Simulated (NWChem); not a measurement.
System meant: nitrogen dioxide (NO₂, doublet); SMILES [O]N=O

Here is an NWChem input.

```
start job
memory heap 200 mb stack 900 mb global 1100 mb
geometry units angstroms noautoz
  O     -1.092926     0.000000    -0.138541
  N      0.000000     0.000000     0.313987
  O      1.092926     0.000000    -0.138541
end
basis spherical
  * library def2-svp
end
dft
  odft
  mult 2
  xc pbe0
  iterations 4
  mulliken
end
task dft energy
```

End of the output:

```
     --------------------------
     Expectation value of S2:
     --------------------------
      <S2> =      0.7532 (Exact =     0.7500)

 center of mass
 --------------
 x =   0.00000000 y =   0.00000000 z =   0.00009732

 moments of inertia (a.u.)
 ------------------
           7.122507913831           0.000000000000           0.000000000000
           0.000000000000         143.577988490218           0.000000000000
           0.000000000000           0.000000000000         136.455480576387

     Multipole analysis of the density
     ---------------------------------

     L   x y z        total         alpha         beta         nuclear
     -   - - -        -----         -----         ----         -------
     0   0 0 0     -0.000000    -12.000000    -11.000000     23.000000

     1   1 0 0      0.000000      0.000000      0.000000      0.000000
     1   0 1 0     -0.000000     -0.000000     -0.000000      0.000000
     1   0 0 1      0.131867     -0.143461      0.275329      0.000000

     2   2 0 0    -13.350986    -42.219575    -39.380863     68.249452
     2   1 1 0     -0.000000     -0.000000     -0.000000      0.000000
     2   1 0 1     -0.000000     -0.000000     -0.000000      0.000000
     2   0 2 0    -10.747081     -5.575341     -5.171740      0.000000
     2   0 1 1      0.000000      0.000000     -0.000000      0.000000
     2   0 0 2    -11.353619     -8.313579     -6.601096      3.561056

 ------------------------------------------------------------------------
 dft energy failed                                                                                  0
 ------------------------------------------------------------------------
 ------------------------------------------------------------------------
  current input line :
    18: task dft energy
 ------------------------------------------------------------------------
 ------------------------------------------------------------------------
 This type of error is most commonly associated with calculations not reaching convergence criteria
 ------------------------------------------------------------------------
 For more information see the NWChem manual at https://nwchemgit.github.io

0:dft energy failed:Received an Error in Communication
```

Problem. Find the fault in this run and fix the input.

Solution. The run did not converge; its last values are not results. Cause: the SCF was allowed too few iterations. This input runs:
```
start job
memory heap 200 mb stack 900 mb global 1100 mb
geometry units angstroms noautoz
  O     -1.092926     0.000000    -0.138541
  N      0.000000     0.000000     0.313987
  O      1.092926     0.000000    -0.138541
end
basis spherical
  * library def2-svp
end
dft
  odft
  mult 2
  xc pbe0
  iterations 150
  mulliken
end
task dft energy
```
It converges to -204.70827 Ha (PBE0/def2-SVP, spin-unrestricted).
